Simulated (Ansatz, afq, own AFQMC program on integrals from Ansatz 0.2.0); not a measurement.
# AlSiH, triplet → AlSiH⁺, quartet, worked out

```yaml
atoms:
  - { symbol: Si, position_ang: [0.0000, -0.0360, 1.1654] }
  - { symbol: Al, position_ang: [0.0000, -0.0118, -1.2249] }
  - { symbol: H, position_ang: [0.0000, 1.3177, 0.3154] }
```

Connectivity, by distances: SiH–Al.

Both states at this geometry.

Basis cc-pVDZ. Only valence electrons are correlated. AFQMC by an in-house program on the Cholesky factors that Ansatz 0.2.0 writes for its CCSD(T) run. The CISD trial takes its coefficients from CCSD amplitudes. Released means that phaseless walkers are propagated on without the constraint, phases kept. ± is one standard error of the sampling.

Total energies in eV. CBS is CCSD(T) at the limit of def2-TZVPP/QZVPP (extrapolated itself); the highest rung of each member is named.

Cautions: AlSiH (triplet): unrestricted determinant slightly spin contaminated (⟨S²⟩ 2.08 against 2.00), the released energies are still falling, so no released level is given (meV from the phaseless value at times in 1/Eh: -3 ± 3 at 0.24, -7.1 ± 2.5 at 0.51, -12 ± 3 at 0.99, -13.9 ± 2.2 at 1.62, -17.3 ± 2.0 at 2.40), its ph-AFQMC/CISD value lies 23 ± 4 meV above CCSDTQ; AlSiH⁺ (quartet): another spin lies lower, raised T1 diagnostic (T1 0.043, weight of the determinant 0.88, largest double 0.06), the released energies are still falling, so no released level is given (meV from the phaseless value at times in 1/Eh: -0.5 ± 2.5 at 0.24, -6.6 ± 1.6 at 0.51, -9.5 ± 1.6 at 0.99, -13.2 ± 2.0 at 1.62, -19 ± 3 at 2.40), its ph-AFQMC/CISD value lies 28.2 ± 2.1 meV above full CI; this isn't the first ionization; core correlation is missing, and it shifts such a gap most where an s electron is promoted.

```tsv
member	count	CCSD(T)/cc-pVDZ	highest rung in cc-pVDZ	which	CCSD(T)/CBS
AlSiH⁺, quartet	+1	-14453.8627	-14453.9155	FCI	-14455.5341
AlSiH, triplet	-1	-14463.3113	-14463.3686	CCSDTQ	-14465.1468
```

Problem. Work out the best estimate of the vertical ionization energy: the CCSD(T)/CBS difference plus the step from CCSD(T) to the highest rung.

Solution. Sums with the counts: CCSD(T)/CBS 9.6127 eV, highest rung 9.4531 eV, CCSD(T)/cc-pVDZ 9.4486 eV. The step is 9.4531 − 9.4486 = 0.0045 eV, so the best estimate is 9.6127 + (0.0045) = 9.6172 eV = 221.8 kcal/mol. The basis set is worth 0.164 eV of it. Zero-point, core-correlation and spin–orbit terms aren't in it. Past Ne the Hartree–Fock part of each CBS total tends to overshoot, since the cores don't follow the formula; that largely cancels in the difference.

Best estimates are given only where the step beyond CCSD(T) is under 0.3 eV and no member's determinant is very poor (T1 over 0.05, or 0.07 for open shells, ⟨S²⟩ too high by 0.3, two states mixed), so the hardest cases are missing from such tables.

CCSDT and higher add their correlation energy to the determinant of the CCSD(T) run, since their own runs factorise the integrals more tightly (a shift of under 2 meV). Each member of a difference takes its own highest rung, so a best estimate needn't equal the limit plus the step of one row.
